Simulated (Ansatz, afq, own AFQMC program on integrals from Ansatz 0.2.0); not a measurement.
Sn, quintet: AFQMC among the cluster methods

A free Sn atom.

Basis def2-TZVPP with its core potentials. Noble-gas cores (and the filled d shells of Ga–Kr and In–Xe) are frozen. Integrals, coupled cluster, full CI and functionals: Ansatz 0.2.0; the random walks run on the same integrals in our own AFQMC program. ph-AFQMC/CISD is guided by a CISD state made of CCSD amplitudes; releasing the constraint for a short imaginary time cuts its bias at the price of noise, slowly where states lie close. ± is one standard error of the sampling. No spin–orbit coupling.

Determinant: UHF, the one that the program's search chose, which needn't be the lowest solution.

Full CI on the same integrals is exact in this basis and with this determinant's frozen core.

Cautions: no spin-orbit coupling; inner d shell frozen; another spin lies lower (by 3.96 eV).

The T1 diagnostic is 0.0024, the weight of the determinant in the CISD state is 0.980 and the ⟨S²⟩ of the determinant is 6.005. The size of the correlated space is 4 electrons in 41 orbitals.

```json
{"level": "MP2", "correlation energy (eV)": "-0.4173"}
{"level": "CCSD", "correlation energy (eV)": "-0.5659"}
{"level": "CCSD(T)", "correlation energy (eV)": "-0.5737"}
```

Problem. Estimate where phaseless AFQMC with a CISD trial lies against CCSD(T) on the same integrals.

Solution. 0.2 ± 0.06 kJ/mol below CCSD(T).

Reference: full CI, correlation energy -0.576 eV. The released energy is read at 2.40 1/Eh (meV from the phaseless value at times in 1/Eh: -0.9 ± 0.8 at 0.24, -1.1 ± 0.5 at 0.51, -1.6 ± 0.4 at 0.99, -0.5 ± 0.5 at 1.62, -1.2 ± 0.4 at 2.40).

| level | E − E(reference) (kJ/mol) | share of correlation (%) |
| --- | --- | --- |
| CCSD(T) | 0.3 | 99.54 |
| CCSDT | 0.0 | 100.00 |
| CCSDT(Q) | 0.0 | 100.00 |
| ph-AFQMC/CISD | 0.1 ± 0.06 | 99.82 |
| released AFQMC | 0.0 ± 0.04 | 100.03 |

CCSDT and higher add their correlation energy to the determinant of the CCSD(T) run, since their own runs factorise the integrals more tightly (a shift of under 2 meV). A walk keeps the symmetry of its determinant, which the program's search chose and which needn't be the lowest solution, so a lower state of the same spin and another symmetry isn't excluded. Released energies are given only where the last usable release times agree within the noise; a slower fall can still hide under it.
